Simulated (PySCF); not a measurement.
CH₂Cl₂, SMILES C(Cl)Cl. The structure is a stationary point at PBE-D3(BJ)/def2-TZVP.

These are PBE-D3(BJ)/def2-TZVP (PySCF 2.14.0) values and carry that method's errors.

Harmonic wavenumbers (cm⁻¹): 272, 694, 708, 871, 1128, 1235, 1409, 3040, 3116. Rotational constants (GHz): 32.25, 3.196, 2.964; symmetry number 2.

Q: Work out the zero-point energy and the ideal-gas rigid-rotor harmonic-oscillator thermochemistry at 298.15 K and 1 atm.

A: ZPE = ½ Σ hcν = ½ × 12474 cm⁻¹ = 17.83 kcal/mol. H − E(el) = 20.69 kcal/mol. Entropy in cal/(mol K): translation 39.23, rotation 23.09, vibration 2.46, total 64.78. G − E(el) = 1.38 kcal/mol. Cp = 12.41 cal/(mol K).
